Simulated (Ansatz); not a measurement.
## Molecular dynamics of C6H12

input.yaml

```yaml
crystal:
  periodic: [false, false, false]
  atoms:
    - { symbol: C, position_ang: [-2.091866, -1.324859, -0.788233] }
    - { symbol: C, position_ang: [-1.228293, -0.669004, -0.008185] }
    - { symbol: C, position_ang: [0.279533, -0.555253, -0.293309] }
    - { symbol: C, position_ang: [1.108657, -1.058361, 0.931794] }
    - { symbol: C, position_ang: [0.680178, 0.909234, -0.706731] }
    - { symbol: C, position_ang: [0.398326, 1.988329, 0.375767] }
    - { symbol: H, position_ang: [-3.161062, -1.383196, -0.552771] }
    - { symbol: H, position_ang: [-1.769225, -1.838876, -1.701823] }
    - { symbol: H, position_ang: [-1.581172, -0.169077, 0.906222] }
    - { symbol: H, position_ang: [0.512214, -1.206752, -1.156336] }
    - { symbol: H, position_ang: [2.18629, -0.952962, 0.735201] }
    - { symbol: H, position_ang: [0.891228, -2.119033, 1.128827] }
    - { symbol: H, position_ang: [0.861325, -0.482662, 1.835681] }
    - { symbol: H, position_ang: [1.75667, 0.91442, -0.952551] }
    - { symbol: H, position_ang: [0.131063, 1.171014, -1.627832] }
    - { symbol: H, position_ang: [0.709261, 2.978195, 0.008707] }
    - { symbol: H, position_ang: [0.953421, 1.776673, 1.301269] }
    - { symbol: H, position_ang: [-0.673749, 2.03337, 0.616105] }
basis:
  gaussian: { orbitals: STO-3G }
hamiltonian:
  xc: b3lyp
  dispersion: d4
md:
  timestep: 0.5
  n_steps: 146
  ensemble: nve
  temperature: 700.0
  initial_velocities: maxwell_boltzmann
  seed: 446753
```

Run as:

```bash
$ ansatz run input.yaml --threads 1 --pin off --max-ram 2048MiB --backend cpu --events-out ev --progress --plain --runs-dir out
```

It starts from a relaxed structure.

Output, in part (step lines, the closing report, with atoms numbered from 0):

```
md step     0: t =     0.00 fs  T =   700.0 K  F+E_penalty+E_count = -6341.36411160 eV  E_kin = 1.447712 eV  conserved = -6339.91639962 eV  (21 SCF iters)
[... lines left out ...]
Total energy: -6340.61370450 eV, -233.0132558181 hartree
Atom 0 at    -2.106279    -0.954691    -0.895979 Å, force    -2.672133    -0.390578     3.379062 eV/Å
Atom 1 at    -1.217231    -0.854612     0.113580 Å, force     0.516430    -0.189403    -0.226047 eV/Å
Atom 2 at     0.309921    -0.676037    -0.217144 Å, force    -1.387496     0.452125    -0.953173 eV/Å
Atom 3 at     1.256473    -0.978326     0.932271 Å, force     1.366565    -1.307790    -0.225410 eV/Å
Atom 4 at     0.665319     0.766128    -0.656047 Å, force     0.444145     2.034460    -1.919019 eV/Å
Atom 5 at     0.226098     1.961040     0.271177 Å, force    -0.089284    -2.198997     1.562520 eV/Å
Atom 6 at    -3.247012    -1.089704    -0.765456 Å, force     2.099089     0.262197     0.119686 eV/Å
Atom 7 at    -1.813240    -0.962149    -1.896677 Å, force     0.959258     0.154282    -2.425672 eV/Å
Atom 8 at    -1.449145    -0.923210     1.211969 Å, force    -0.224356     0.207646    -1.033836 eV/Å
Atom 9 at     0.539528    -1.286368    -1.135453 Å, force     0.002009    -0.027016     0.952603 eV/Å
Atom 10 at     2.265988    -0.698204     0.562336 Å, force    -0.162214    -0.509986     0.408384 eV/Å
Atom 11 at     1.230451    -2.063802     1.136439 Å, force     0.183250     0.270901     0.516916 eV/Å
Atom 12 at     1.088783    -0.375185     1.825515 Å, force    -0.485550    -0.038570     0.329549 eV/Å
Atom 13 at     1.807206     0.811451    -0.667597 Å, force    -1.404170     0.029159    -0.661004 eV/Å
Atom 14 at     0.243761     0.973870    -1.720234 Å, force     0.888957    -0.395836     1.783443 eV/Å
Atom 15 at     0.322140     2.879592    -0.277512 Å, force     0.528248     1.093472    -0.107606 eV/Å
Atom 16 at     0.793674     1.906868     1.247601 Å, force    -0.160596     0.637580    -1.216872 eV/Å
Atom 17 at    -0.820087     1.864726     0.581824 Å, force    -0.402152    -0.083645    -0.283524 eV/Å
Dipole moment:     0.056141    -0.000092     0.011048 e Å
```

The steps, from the saved trajectory:

```tsv
time (fs)	T (K)	potential energy less start (eV)	conserved less start (meV/atom)
0.0	700	0.000	0.00
2.0	421	0.590	0.68
4.0	381	0.667	0.37
6.0	291	0.854	0.39
8.0	247	0.950	0.69
10.0	500	0.414	0.08
12.0	332	0.773	0.68
14.0	429	0.565	0.29
16.0	328	0.778	0.44
18.0	308	0.821	0.55
20.0	404	0.616	0.20
22.0	231	0.981	0.63
24.0	318	0.795	0.33
26.0	261	0.917	0.51
28.0	374	0.681	0.43
30.0	448	0.528	0.32
32.0	356	0.721	0.50
34.0	366	0.697	0.37
36.0	257	0.926	0.52
38.0	338	0.756	0.35
40.0	353	0.727	0.49
42.0	394	0.641	0.39
44.0	422	0.582	0.44
46.0	398	0.633	0.44
48.0	428	0.569	0.33
50.0	357	0.718	0.53
52.0	348	0.734	0.36
54.0	305	0.827	0.52
56.0	348	0.736	0.45
58.0	439	0.546	0.30
60.0	405	0.618	0.50
62.0	386	0.655	0.33
64.0	278	0.882	0.51
66.0	261	0.917	0.44
68.0	280	0.876	0.39
70.0	318	0.798	0.46
72.0	357	0.717	0.39
```

All steps were run. The conserved energy stayed within 0.8 meV per atom of its start (net change 0.5 meV per atom), so the integration is sound. Over the second half the temperature averaged 0.51 of the 700 K drawn at the start: a run that starts near a minimum puts about half its kinetic energy into the potential. A run of 0.073 ps of so small a system gives no equilibrium averages. Limits of this set-up: minimal basis.

The same pairs are bonded in the first frame and the last. Pairs count as bonded within 1.25 times the sum of covalent radii (0.12 Å more for H–H).

Last frame:

```xyz
18
Properties=species:S:1:pos:R:3
C -2.106 -0.955 -0.896
C -1.217 -0.855 0.114
C 0.310 -0.676 -0.217
C 1.256 -0.978 0.932
C 0.665 0.766 -0.656
C 0.226 1.961 0.271
H -3.247 -1.090 -0.765
H -1.813 -0.962 -1.897
H -1.449 -0.923 1.212
H 0.539 -1.286 -1.135
H 2.266 -0.698 0.562
H 1.230 -2.064 1.136
H 1.089 -0.375 1.825
H 1.807 0.811 -0.668
H 0.244 0.974 -1.720
H 0.322 2.880 -0.278
H 0.794 1.907 1.248
H -0.820 1.865 0.582
```

The run took 9.4 min on 1 thread of Arm Neoverse V2, with other jobs on the host, peak memory 0.11 GiB.
